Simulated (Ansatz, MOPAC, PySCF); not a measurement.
Process, species as SMILES: C1CSC1 + 4 [H][H] (H2) -> 3 C (CH4) + S (H2S)

Wanted: energy of full hydrogenation (enthalpy at 298 K), in kcal/mol. Conventions: frozen cores in correlated levels; dispersion terms only where a functional's name holds one; six Cartesian d functions in 6-31G* and its kin unless marked 5d; no spin-orbit coupling; 6-311+G** with 5d, 6d on Na to Ar in Ansatz (a program for electronic structure); non-relativistic. Basis-set limits of correlation are two-point, X^-3; Hartree-Fock from the larger set. [CCSD(T)-MP2]/basis is that difference in the basis named. First-principles rows: single points at B3LYP-D3(BJ) geometries (Ansatz), with unscaled harmonic terms from B3LYP/6-31G* (Ansatz) at its own minima. Semi-empirical rows: MOPAC heats of formation at their own minima for 298 K.

Measured values: Active Thermochemical Tables 1.112 (ions: stationary electron), as tabulated in the package chemicals; CRC Handbook, as tabulated in the package chemicals; G2/97 table in ASE (Curtiss et al.); they hold spin-orbit and core effects, anharmonicity. 

Value to compare with, the measured value: -72.8 kcal/mol.

```json
[
 {"level": "PM3", "program": "MOPAC", "energy of full hydrogenation (enthalpy at 298 K) (kcal/mol)": "6.1", "error": "78.9"},
 {"level": "HF/STO-3G", "program": "Ansatz", "energy of full hydrogenation (enthalpy at 298 K) (kcal/mol)": "-77.9", "error": "-5.1"},
 {"level": "PBE/6-311+G**", "program": "Ansatz", "energy of full hydrogenation (enthalpy at 298 K) (kcal/mol)": "-73.5", "error": "-0.7"},
 {"level": "BP86/6-31G* (5d)", "program": "PySCF", "energy of full hydrogenation (enthalpy at 298 K) (kcal/mol)": "-68.5", "error": "4.3"},
 {"level": "B3LYP/3-21G", "program": "Ansatz", "energy of full hydrogenation (enthalpy at 298 K) (kcal/mol)": "-76.4", "error": "-3.6"},
 {"level": "B3LYP/6-31G*", "program": "Ansatz", "energy of full hydrogenation (enthalpy at 298 K) (kcal/mol)": "-75.6", "error": "-2.8"},
 {"level": "B3LYP/cc-pVDZ", "program": "Ansatz", "energy of full hydrogenation (enthalpy at 298 K) (kcal/mol)": "-79.3", "error": "-6.5"},
 {"level": "M06-2X/6-31G* (5d)", "program": "PySCF", "energy of full hydrogenation (enthalpy at 298 K) (kcal/mol)": "-70.1", "error": "2.7"},
 {"level": "MP2/6-31G*", "program": "Ansatz", "energy of full hydrogenation (enthalpy at 298 K) (kcal/mol)": "-59.6", "error": "13.2"},
 {"level": "MP2/6-311+G**", "program": "Ansatz", "energy of full hydrogenation (enthalpy at 298 K) (kcal/mol)": "-67.7", "error": "5.1"},
 {"level": "B3LYP-D3(BJ)/def2-TZVPD", "program": "Ansatz + dftd3", "energy of full hydrogenation (enthalpy at 298 K) (kcal/mol)": "-74.9", "error": "-2.1"},
 {"level": "M06-2X/def2-TZVPD", "program": "PySCF", "energy of full hydrogenation (enthalpy at 298 K) (kcal/mol)": "-70.3", "error": "2.5"},
 {"level": "wB97X-V/def2-TZVPD", "program": "Ansatz", "energy of full hydrogenation (enthalpy at 298 K) (kcal/mol)": "-73.4", "error": "-0.6"},
 {"level": "RI-MP2/CBS(aug-cc-pV(T+d)Z,aug-cc-pV(Q+d)Z)+[CCSD(T)-MP2]/aug-cc-pV(T+d)Z", "program": "Ansatz", "energy of full hydrogenation (enthalpy at 298 K) (kcal/mol)": "-72.5", "error": "0.3"}
]
```

Among the 10 habitual levels, PM3 lies farthest from the measured value (78.9 kcal/mol) and PBE/6-311+G** nearest (-0.7); 5 of 10 lie above it, and their mean absolute error is 12.3 kcal/mol, the median 4.7. One case shows no general order.

The levels are drawn from those run, B3LYP/6-31G* more often than the rest, none by its result; left out are runs that failed, that the program found above a lower state of the same kind, or whose <S^2> lies over 0.5 above the pure value.
